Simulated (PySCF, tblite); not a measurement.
# HF: changes of charge, part 2 of 2

tblite 0.8.0 and PySCF 2.14.0. Atoms count from 0. Earlier steps stand in the parts before.

## 19. Changes of charge: CCSD(T)/aug-cc-pVTZ

This step combines the energies above: geometries from PBE0-D3(BJ)/def2-SVP, zero-point and thermal terms from PBE0-D3(BJ)/def2-SVP.

The job: settings as JSON, then the geometry in Å.

```
{"job": {"kind": "rx", "dirs": [1], "geom": {"xc": "PBE0", "basis": "def2-SVP", "d3": "d3bj", "grid": 1}, "hess": 1, "level": {"xc": "CCSD(T)", "basis": "aug-cc-pVTZ"}}, "charge": 0, "multiplicity": 1}
F      0.447419    -0.076516     0.074813
H     -0.441905     0.079052    -0.103111
```

Output (the driver's rows laid out field by field):

```text
ionisation and electron attachment, CCSD(T)/aug-cc-pVTZ // PBE0-D3(BJ)/def2-SVP

row 1
  change                  oxidation
  charge                  1
  multiplicity            2
  vertical_ev             16.1451
  vertical_s2             0.754
  formula                 FH
  smiles                  [FH+]
  kept                    yes
  pieces                  1
  point_group             Cinfv
  adiabatic_electronic_ev 15.9979
  adiabatic_ev            15.9278
  free_energy_ev          15.8872
  s2                      0.755
  bonds_moved             0 1 0.92 1.014
  spin_on                 0 F 1.034
  charge_moved            0 F 0.848; 1 H 0.152
  vertical_back_ev        15.7885
  relaxation_parent_ev    0.2094
  relaxation_ion_ev       0.1472
  reorganisation_ev       0.3566
```

It took 24 s on 1 thread of Arm Neoverse V1, shared host; peak memory 1.2 GiB.

Energy taken up on oxidation, or given off on reduction (eV; adiabatic with zero-point energy):

| change | product | vertical | adiabatic | free energy | reorganisation | ⟨S²⟩ |
| --- | --- | --- | --- | --- | --- | --- |
| oxidation (multiplicity 2) | [FH+] | 16.15 | 15.93 | 15.89 | 0.36 | 0.76 |

On oxidation to multiplicity 2 charge changes most on F0 (+0.85 e), H1 (+0.15 e); the spin sits on F0 (1.03); the bond F0–H1 goes from 0.920 to 1.014 Å.

## 20. Single point (HF): wavefunction

Geometry: PBE0-D3(BJ)/def2-SVP.

The job: settings as JSON, then the geometry in Å.

```
{"job": {"kind": "sp", "xc": "MP2", "basis": "aug-cc-pVTZ", "grid": 2}, "charge": 0, "multiplicity": 1}
F      0.447419    -0.076516     0.074813
H     -0.441905     0.079052    -0.103111
```

Level: wavefunction single point, frozen core, gas phase.

Output:

```text
final grid: 16976 points
cycle   1  E = -100.0335181685  dE = -1.661e-01  |g| = 4.000e-01  |ddm| = 1.982e+00
cycle   2  E = -100.0541517110  dE = -2.063e-02  |g| = 2.352e-01  |ddm| = 6.587e-01
cycle   3  E = -100.0607873520  dE = -6.636e-03  |g| = 2.344e-02  |ddm| = 2.188e-01
cycle   4  E = -100.0609000308  dE = -1.127e-04  |g| = 6.204e-03  |ddm| = 2.903e-02
cycle   5  E = -100.0609154444  dE = -1.541e-05  |g| = 1.498e-03  |ddm| = 1.186e-02
cycle   6  E = -100.0609167620  dE = -1.318e-06  |g| = 2.369e-04  |ddm| = 4.198e-03
cycle   7  E = -100.0609167981  dE = -3.611e-08  |g| = 2.123e-05  |ddm| = 8.255e-04
cycle   8  E = -100.0609167984  dE = -2.205e-10  |g| = 2.366e-06  |ddm| = 4.897e-05
converged SCF energy = -100.0609167984
E(HF, exact integrals) = -100.0609194481
E(MP2) = -100.3408878742
```

It took 0.29 s on 1 thread of Arm Neoverse V1, shared host.

## 21. Single point (HF+ (doublet)): wavefunction

Geometry: PBE0-D3(BJ)/def2-SVP, that of another charge or spin state.

The job: settings as JSON, then the geometry in Å.

```
{"job": {"kind": "sp", "xc": "MP2", "basis": "aug-cc-pVTZ", "grid": 2}, "charge": 1, "multiplicity": 2}
F      0.447419    -0.076516     0.074813
H     -0.441905     0.079052    -0.103111
```

Method: wavefunction single point, frozen core, gas phase.

Output:

```text
final grid: 16976 points
cycle   1  E = -99.5169327479  dE = -1.062e-01  |g| = 2.963e-01  |ddm| = 9.049e-01
cycle   2  E = -99.5318214669  dE = -1.489e-02  |g| = 1.066e-01  |ddm| = 4.475e-01
cycle   3  E = -99.5343864633  dE = -2.565e-03  |g| = 9.957e-03  |ddm| = 1.159e-01
cycle   4  E = -99.5344486931  dE = -6.223e-05  |g| = 3.076e-03  |ddm| = 2.115e-02
cycle   5  E = -99.5344581162  dE = -9.423e-06  |g| = 8.358e-04  |ddm| = 9.673e-03
cycle   6  E = -99.5344589735  dE = -8.574e-07  |g| = 2.164e-04  |ddm| = 3.037e-03
cycle   7  E = -99.5344590305  dE = -5.697e-08  |g| = 4.664e-05  |ddm| = 8.230e-04
cycle   8  E = -99.5344590325  dE = -2.014e-09  |g| = 8.534e-06  |ddm| = 1.639e-04
converged SCF energy = -99.5344590325
E(HF, exact integrals) = -99.5344605916
E(MP2) = -99.7392680235
```

Wall time 0.45 s (1 thread of Arm Neoverse V1, shared host).

## 22. Single point (HF): wavefunction

Geometry: PBE0-D3(BJ)/def2-SVP, that of another charge or spin state.

The job: settings as JSON, then the geometry in Å.

```
{"job": {"kind": "sp", "xc": "MP2", "basis": "aug-cc-pVTZ", "grid": 2}, "charge": 0, "multiplicity": 1}
F      0.366641    -0.048402    -0.380592
H     -0.355614     0.053476     0.323997
```

With the program's defaults for keys left out, this is: wavefunction single point, frozen core, gas phase.

Output:

```text
final grid: 16976 points
cycle   1  E = -100.0153985519  dE = -2.467e-01  |g| = 4.198e-01  |ddm| = 1.867e+00
cycle   2  E = -100.0386718494  dE = -2.327e-02  |g| = 2.757e-01  |ddm| = 6.666e-01
cycle   3  E = -100.0480867593  dE = -9.415e-03  |g| = 2.547e-02  |ddm| = 2.454e-01
cycle   4  E = -100.0482809988  dE = -1.942e-04  |g| = 8.854e-03  |ddm| = 3.533e-02
cycle   5  E = -100.0483184952  dE = -3.750e-05  |g| = 2.119e-03  |ddm| = 1.821e-02
cycle   6  E = -100.0483215588  dE = -3.064e-06  |g| = 3.222e-04  |ddm| = 6.160e-03
cycle   7  E = -100.0483216255  dE = -6.676e-08  |g| = 2.482e-05  |ddm| = 9.770e-04
cycle   8  E = -100.0483216258  dE = -2.610e-10  |g| = 2.691e-06  |ddm| = 4.771e-05
converged SCF energy = -100.0483216258
E(HF, exact integrals) = -100.0483282304
E(MP2) = -100.3333175293
```

Run time: 0.29 s. Hardware: 1 thread of Arm Neoverse V1, shared host.

## 23. Single point (HF+ (doublet), [FH+]): wavefunction

Geometry: PBE0-D3(BJ)/def2-SVP.

The job: settings as JSON, then the geometry in Å.

```
{"job": {"kind": "sp", "xc": "MP2", "basis": "aug-cc-pVTZ", "grid": 2}, "charge": 1, "multiplicity": 2}
F      0.366641    -0.048402    -0.380592
H     -0.355614     0.053476     0.323997
```

Method: wavefunction single point, frozen core, gas phase.

Output:

```text
final grid: 16976 points
cycle   1  E = -99.5165569882  dE = -1.093e-01  |g| = 3.156e-01  |ddm| = 9.091e-01
cycle   2  E = -99.5335291086  dE = -1.697e-02  |g| = 1.198e-01  |ddm| = 4.730e-01
cycle   3  E = -99.5368606157  dE = -3.332e-03  |g| = 1.073e-02  |ddm| = 1.289e-01
cycle   4  E = -99.5369407287  dE = -8.011e-05  |g| = 3.794e-03  |ddm| = 2.164e-02
cycle   5  E = -99.5369586442  dE = -1.792e-05  |g| = 1.244e-03  |ddm| = 1.228e-02
cycle   6  E = -99.5369611118  dE = -2.468e-06  |g| = 3.357e-04  |ddm| = 5.061e-03
cycle   7  E = -99.5369612822  dE = -1.704e-07  |g| = 7.018e-05  |ddm| = 1.419e-03
cycle   8  E = -99.5369612872  dE = -5.080e-09  |g| = 1.286e-05  |ddm| = 2.536e-04
converged SCF energy = -99.5369612872
E(HF, exact integrals) = -99.5369652236
E(MP2) = -99.7444581197
```

Wall time 0.45 s (1 thread of Arm Neoverse V1, shared host).

## 24. Changes of charge: MP2/aug-cc-pVTZ

This step combines the energies above: geometries from PBE0-D3(BJ)/def2-SVP, zero-point and thermal terms from PBE0-D3(BJ)/def2-SVP.

The job: settings as JSON, then the geometry in Å.

```
{"job": {"kind": "rx", "dirs": [1], "geom": {"xc": "PBE0", "basis": "def2-SVP", "d3": "d3bj", "grid": 1}, "hess": 1, "level": {"xc": "MP2", "basis": "aug-cc-pVTZ"}}, "charge": 0, "multiplicity": 1}
F      0.447419    -0.076516     0.074813
H     -0.441905     0.079052    -0.103111
```

Output (the driver's rows laid out field by field):

```text
ionisation and electron attachment, MP2/aug-cc-pVTZ // PBE0-D3(BJ)/def2-SVP

row 1
  change                  oxidation
  charge                  1
  multiplicity            2
  vertical_ev             16.3709
  vertical_s2             0.754
  formula                 FH
  smiles                  [FH+]
  kept                    yes
  pieces                  1
  point_group             Cinfv
  adiabatic_electronic_ev 16.2297
  adiabatic_ev            16.1596
  free_energy_ev          16.119
  s2                      0.755
  bonds_moved             0 1 0.92 1.014
  spin_on                 0 F 1.034
  charge_moved            0 F 0.848; 1 H 0.152
  vertical_back_ev        16.0237
  relaxation_parent_ev    0.206
  relaxation_ion_ev       0.1412
  reorganisation_ev       0.3472
```

It took 1.6 s on 1 thread of Arm Neoverse V1, shared host.

Energy taken up on oxidation, or given off on reduction (eV; adiabatic with zero-point energy):

| change | product | vertical | adiabatic | free energy | reorganisation | ⟨S²⟩ |
| --- | --- | --- | --- | --- | --- | --- |
| oxidation (multiplicity 2) | [FH+] | 16.37 | 16.16 | 16.12 | 0.35 | 0.76 |

On oxidation to multiplicity 2 charge changes most on F0 (+0.85 e), H1 (+0.15 e); the spin sits on F0 (1.03); the bond F0–H1 goes from 0.920 to 1.014 Å.

## 25. Single point (HF): HF/aug-cc-pVTZ

Geometry: PBE0-D3(BJ)/def2-SVP.

The job: settings as JSON, then the geometry in Å.

```
{"job": {"kind": "sp", "xc": "HF", "basis": "aug-cc-pVTZ", "grid": 2}, "charge": 0, "multiplicity": 1}
F      0.447419    -0.076516     0.074813
H     -0.441905     0.079052    -0.103111
```

Output:

```text
final grid: 16976 points
cycle   1  E = -100.0335181685  dE = -1.661e-01  |g| = 4.000e-01  |ddm| = 1.982e+00
cycle   2  E = -100.0541517110  dE = -2.063e-02  |g| = 2.352e-01  |ddm| = 6.587e-01
cycle   3  E = -100.0607873520  dE = -6.636e-03  |g| = 2.344e-02  |ddm| = 2.188e-01
cycle   4  E = -100.0609000308  dE = -1.127e-04  |g| = 6.204e-03  |ddm| = 2.903e-02
cycle   5  E = -100.0609154444  dE = -1.541e-05  |g| = 1.498e-03  |ddm| = 1.186e-02
cycle   6  E = -100.0609167620  dE = -1.318e-06  |g| = 2.369e-04  |ddm| = 4.198e-03
cycle   7  E = -100.0609167981  dE = -3.611e-08  |g| = 2.123e-05  |ddm| = 8.255e-04
cycle   8  E = -100.0609167984  dE = -2.205e-10  |g| = 2.366e-06  |ddm| = 4.897e-05
converged SCF energy = -100.0609167984
```

Wall time 0.09 s (1 thread of Arm Neoverse V1, shared host).

## 26. Single point (HF+ (doublet)): HF/aug-cc-pVTZ

Geometry: PBE0-D3(BJ)/def2-SVP, that of another charge or spin state.

The job: settings as JSON, then the geometry in Å.

```
{"job": {"kind": "sp", "xc": "HF", "basis": "aug-cc-pVTZ", "grid": 2}, "charge": 1, "multiplicity": 2}
F      0.447419    -0.076516     0.074813
H     -0.441905     0.079052    -0.103111
```

Output:

```text
final grid: 16976 points
cycle   1  E = -99.5169327479  dE = -1.062e-01  |g| = 2.963e-01  |ddm| = 9.049e-01
cycle   2  E = -99.5318214669  dE = -1.489e-02  |g| = 1.066e-01  |ddm| = 4.475e-01
cycle   3  E = -99.5343864633  dE = -2.565e-03  |g| = 9.957e-03  |ddm| = 1.159e-01
cycle   4  E = -99.5344486931  dE = -6.223e-05  |g| = 3.076e-03  |ddm| = 2.115e-02
cycle   5  E = -99.5344581162  dE = -9.423e-06  |g| = 8.358e-04  |ddm| = 9.673e-03
cycle   6  E = -99.5344589735  dE = -8.574e-07  |g| = 2.164e-04  |ddm| = 3.037e-03
cycle   7  E = -99.5344590305  dE = -5.697e-08  |g| = 4.664e-05  |ddm| = 8.230e-04
cycle   8  E = -99.5344590325  dE = -2.014e-09  |g| = 8.534e-06  |ddm| = 1.639e-04
converged SCF energy = -99.5344590325
```

Run time: 0.09 s. Hardware: 1 thread of Arm Neoverse V1, shared host.

## 27. Single point (HF): HF/aug-cc-pVTZ

Geometry: PBE0-D3(BJ)/def2-SVP, that of another charge or spin state.

The job: settings as JSON, then the geometry in Å.

```
{"job": {"kind": "sp", "xc": "HF", "basis": "aug-cc-pVTZ", "grid": 2}, "charge": 0, "multiplicity": 1}
F      0.366641    -0.048402    -0.380592
H     -0.355614     0.053476     0.323997
```

Output:

```text
final grid: 16976 points
cycle   1  E = -100.0153985519  dE = -2.467e-01  |g| = 4.198e-01  |ddm| = 1.867e+00
cycle   2  E = -100.0386718494  dE = -2.327e-02  |g| = 2.757e-01  |ddm| = 6.666e-01
cycle   3  E = -100.0480867593  dE = -9.415e-03  |g| = 2.547e-02  |ddm| = 2.454e-01
cycle   4  E = -100.0482809988  dE = -1.942e-04  |g| = 8.854e-03  |ddm| = 3.533e-02
cycle   5  E = -100.0483184952  dE = -3.750e-05  |g| = 2.119e-03  |ddm| = 1.821e-02
cycle   6  E = -100.0483215588  dE = -3.064e-06  |g| = 3.222e-04  |ddm| = 6.160e-03
cycle   7  E = -100.0483216255  dE = -6.676e-08  |g| = 2.482e-05  |ddm| = 9.770e-04
cycle   8  E = -100.0483216258  dE = -2.610e-10  |g| = 2.691e-06  |ddm| = 4.771e-05
converged SCF energy = -100.0483216258
```

Run time: 0.09 s. Hardware: 1 thread of Arm Neoverse V1, shared host.

## 28. Single point (HF+ (doublet), [FH+]): HF/aug-cc-pVTZ

Geometry: PBE0-D3(BJ)/def2-SVP.

The job: settings as JSON, then the geometry in Å.

```
{"job": {"kind": "sp", "xc": "HF", "basis": "aug-cc-pVTZ", "grid": 2}, "charge": 1, "multiplicity": 2}
F      0.366641    -0.048402    -0.380592
H     -0.355614     0.053476     0.323997
```

Output:

```text
final grid: 16976 points
cycle   1  E = -99.5165569882  dE = -1.093e-01  |g| = 3.156e-01  |ddm| = 9.091e-01
cycle   2  E = -99.5335291086  dE = -1.697e-02  |g| = 1.198e-01  |ddm| = 4.730e-01
cycle   3  E = -99.5368606157  dE = -3.332e-03  |g| = 1.073e-02  |ddm| = 1.289e-01
cycle   4  E = -99.5369407287  dE = -8.011e-05  |g| = 3.794e-03  |ddm| = 2.164e-02
cycle   5  E = -99.5369586442  dE = -1.792e-05  |g| = 1.244e-03  |ddm| = 1.228e-02
cycle   6  E = -99.5369611118  dE = -2.468e-06  |g| = 3.357e-04  |ddm| = 5.061e-03
cycle   7  E = -99.5369612822  dE = -1.704e-07  |g| = 7.018e-05  |ddm| = 1.419e-03
cycle   8  E = -99.5369612872  dE = -5.080e-09  |g| = 1.286e-05  |ddm| = 2.536e-04
converged SCF energy = -99.5369612872
```

Run time: 0.09 s. Hardware: 1 thread of Arm Neoverse V1, shared host.

## 29. Changes of charge: HF/aug-cc-pVTZ

This step combines the energies above: geometries from PBE0-D3(BJ)/def2-SVP, zero-point and thermal terms from PBE0-D3(BJ)/def2-SVP.

The job: settings as JSON, then the geometry in Å.

```
{"job": {"kind": "rx", "dirs": [1], "geom": {"xc": "PBE0", "basis": "def2-SVP", "d3": "d3bj", "grid": 1}, "hess": 1, "level": {"xc": "HF", "basis": "aug-cc-pVTZ"}}, "charge": 0, "multiplicity": 1}
F      0.447419    -0.076516     0.074813
H     -0.441905     0.079052    -0.103111
```

Output (the driver's rows laid out field by field):

```text
ionisation and electron attachment, HF/aug-cc-pVTZ // PBE0-D3(BJ)/def2-SVP

row 1
  change                  oxidation
  charge                  1
  multiplicity            2
  vertical_ev             14.3256
  vertical_s2             0.754
  formula                 FH
  smiles                  [FH+]
  kept                    yes
  pieces                  1
  point_group             Cinfv
  adiabatic_electronic_ev 14.2576
  adiabatic_ev            14.1875
  free_energy_ev          14.1469
  s2                      0.755
  bonds_moved             0 1 0.92 1.014
  spin_on                 0 F 1.034
  charge_moved            0 F 0.848; 1 H 0.152
  vertical_back_ev        13.9148
  relaxation_parent_ev    0.3427
  relaxation_ion_ev       0.0681
  reorganisation_ev       0.4108
```

Wall time 0.51 s (1 thread of Arm Neoverse V1, shared host).

Energy taken up on oxidation, or given off on reduction (eV; adiabatic with zero-point energy):

| change | product | vertical | adiabatic | free energy | reorganisation | ⟨S²⟩ |
| --- | --- | --- | --- | --- | --- | --- |
| oxidation (multiplicity 2) | [FH+] | 14.33 | 14.19 | 14.15 | 0.41 | 0.76 |

On oxidation to multiplicity 2 charge changes most on F0 (+0.85 e), H1 (+0.15 e); the spin sits on F0 (1.03); the bond F0–H1 goes from 0.920 to 1.014 Å.

## 30. Results

The summary covers parts 1 to 2.

| quantity | value |
| --- | --- |
| strongest single infrared mode (GFN2-xTB) | 3764 cm⁻¹, 72 km/mol |
| zero-point energy (GFN2-xTB) | 5.4 kcal/mol |
| point group | Cinfv |
| rotational constants (main isotopes) | 623.62, 623.62 GHz |
| surface potential, 1st and 99th percentile | -1.05 V and 3.53 V |
| ionisation energy (B3LYP-D3(BJ)/ma-def2-TZVP) | vertical 16.30 eV, adiabatic 16.04 eV |
| ionisation energy (CCSD(T)/aug-cc-pVTZ) | vertical 16.15 eV, adiabatic 15.93 eV |
| ionisation energy (MP2/aug-cc-pVTZ) | vertical 16.37 eV, adiabatic 16.16 eV |
| ionisation energy (HF/aug-cc-pVTZ) | vertical 14.33 eV, adiabatic 14.19 eV |

**Reading.** The one mode is real. GFN2-xTB is a fitted tight-binding method: band positions and strengths are rough. Its intensities can rank the bands wrongly. The optimisation took 2 steps and gained 0.006 eV; among the close pairs (by a distance rule), F0–H1 changed most, from 0.932 to 0.920 Å (PBE0/def2-SVP). At B3LYP-D3(BJ)/ma-def2-TZVP, relaxation with the zero-point term after oxidation moves the energy taken up from 16.30 eV (vertical) to 16.04 eV (adiabatic, with zero-point energy).

Measured vertical value: 16.12 eV (NIST CCCBDB values in ase.data.cccbdb_ip); the calculated vertical value at B3LYP-D3(BJ)/ma-def2-TZVP, 16.30 eV, differs by +0.18 eV.

Measured adiabatic value: 16.03 eV (NIST CCCBDB values in ase.data.cccbdb_ip); the calculated adiabatic value at B3LYP-D3(BJ)/ma-def2-TZVP, 16.04 eV, differs by +0.01 eV.
